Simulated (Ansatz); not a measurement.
# BH2F (triplet): from Hartree-Fock to the top rungs, cc-pVTZ

An exercise on one series of results from a longer session: the logs are not shown, and one member is left open.

Method: cc-pVTZ, core rule «outside noble gas», up to 2 orbitals frozen; program: Ansatz 0.2.0, Gaussian basis.

The runs, in order: UHF; CCSD(T) on ROHF; CCSD(T) on UHF; BCCD(T) on ROHF; CCSDT(Q) on ROHF; CCSDT(Q) on UHF.

7 further runs of the same task are left out: 6 for a known fault of the program, 1 set aside as unsound or not needed.

## What is computed

The geometry is a PBE0/def2-TZVP stationary point (not a proven minimum) of the parent state, kept for this charge and spin.

4 atoms, charge 0, spin multiplicity 3.

Atoms are counted from 1 here; the program's logs count them from 0.

Bond lengths: B1–F2 1.317 Å, B1–H3 1.197 Å, B1–H4 1.197 Å. Angles: F2–B1–H3 117.8°, F2–B1–H4 117.8°, H3–B1–H4 124.4°.

Set-up of the first run:

Input file in.yaml:

```yaml
crystal:
  periodic: [false, false, false]
  atoms:
    - {symbol: B, position_ang: [0.000000, 0.000000, 0.750638]}
    - {symbol: F, position_ang: [0.000000, 0.000000, -0.566075]}
    - {symbol: H, position_ang: [0.000000, 1.058917, 1.309286]}
    - {symbol: H, position_ang: [0.000000, -1.058917, 1.309286]}
basis:
  gaussian: {orbitals: cc-pVTZ}
magnetization: {spin_polarized: true, initial_magnetization: 2}
hamiltonian: {xc: hf}
output: {orbitals: {seedname: orbitals}}
```

The run is started by

```
$ ansatz run in.yaml --threads 1 --pin off --events-out ev --progress --plain --max-ram 4096MiB --backend cpu
```

Steps of the session up to this table: UHF; CCSD(T) on ROHF; CCSD(T) on UHF; BCCD(T) on ROHF; CCSDT(Q) on ROHF; CCSDT(Q) on UHF.

One of the session's tables, all rows but one given; the rest of the session is left out.

It belongs to the step «Misses and costs». 

```
   method  from UCCSDT(Q) (kJ/mol)
     ROHF                  +1033.9
      UHF                  +1016.2
     RMP2                    +72.3
     UMP2                    +75.8
    RCCSD                    +37.4
    UCCSD                    +36.9
 RCCSD(T)                     +3.0
 UCCSD(T)                     +3.1
  BCCD(T)                        ?
   RCCSDT                     +1.4
   UCCSDT                     +1.4
RCCSDT(Q)                     +0.6
UCCSDT(Q)                        0
```

Q: Estimate the row for BCCD(T) from the others.

The run gave: from UCCSDT(Q) (kJ/mol): +2.9. In the column «from UCCSDT(Q) (kJ/mol)» it lies between UCCSDT (+1.4) and RCCSD(T) (+3.0).

To keep in mind: Restricted and unrestricted rows rest on different reference determinants; where their highest levels disagree by more than a few hundredths of an eV, they describe different states and don't form one ladder.
